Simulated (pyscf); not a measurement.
Structures and frequencies: ωB97X-D3(BJ)/def2-SVP in PySCF.

### Question
PBE/def2-TZVP puts the barrier of H₂S + H₃C–Al(CH₃)–CH₃ → H₃C–Al(CH₃)–SH + CH₄ (four-centre exchange; singlet surface; H–S, Al–C broken, Al–S, C–H formed) at 0.0 kcal/mol and the reaction energy at -31.8 kcal/mol, from the separated reactants. What do r²SCAN/def2-TZVP, B3LYP-D3(BJ)/def2-TZVP, ωB97M-D3(BJ)/def2-TZVP give on the same structures?

### Answer
r²SCAN: ΔE‡ = -0.8 kcal/mol, ΔE = -33.0 kcal/mol; B3LYP-D3(BJ): ΔE‡ = 3.5 kcal/mol, ΔE = -32.3 kcal/mol; ωB97M-D3(BJ): ΔE‡ = 5.3 kcal/mol, ΔE = -31.4 kcal/mol. PBE's barrier lies among them. Its reaction energy lies among theirs. On the reactant side the descent ends in an adduct with a Al–S contact, 14.2 kcal/mol under the separated species and 16.1 kcal/mol under the saddle at ωB97X-D3(BJ)/def2-TZVP. At r²SCAN the saddle lies under the separated reactants, which points to a path from their complex (located at ωB97X-D3(BJ) alone). What is counted as formed (Al–S) is already present as a longer contact in the reactant adduct; forming that adduct is a step of its own. At ωB97X-D3(BJ)/def2-TZVP the barrier from the zero used here is 1.9 kcal/mol. This is the saddle that the search found; another between the same sides may lie lower.
